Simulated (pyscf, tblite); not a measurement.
hydrogen (H₂) + allene (H₂C=C=CH₂) → propyne (HC≡C–CH₃) + hydrogen (H₂): energy along the mass-weighted descent from the GFN2-xTB saddle (tblite), relative to the relaxed reactant side, a complex of the molecules.

(s (amu^1/2 bohr), E (kcal/mol)): (-7.40, 0.9); (-7.17, 1.3); (-6.94, 1.5); (-6.63, 2.0); (-6.33, 2.7); (-5.94, 3.5); (-5.54, 4.5); (-4.32, 6.7); (-2.88, 10.5); (-1.44, 16.7); (0.000, 26.3); (1.44, 12.1); (2.88, 5.6); (4.32, 2.0); (5.76, -0.1); (6.67, -1.6); (7.04, -2.5); (7.37, -3.0); (7.62, -3.5); (7.88, -3.9); (8.08, -4.1)

Question: The GFN2-xTB barrier from the reactant side is 110.1 kJ/mol. What does ωB97X-D3(BJ) (PySCF) give from its own reactant-side minimum, in def2-SVP and in def2-TZVP?

Answer: 206.4 kJ/mol in the double-zeta basis after reoptimising the saddle, and 216.1 kJ/mol in the triple-zeta single point, so the tight-binding barrier lies 106.1 kJ/mol under the latter. The imaginary mode goes from 1212i to 1964i cm⁻¹.
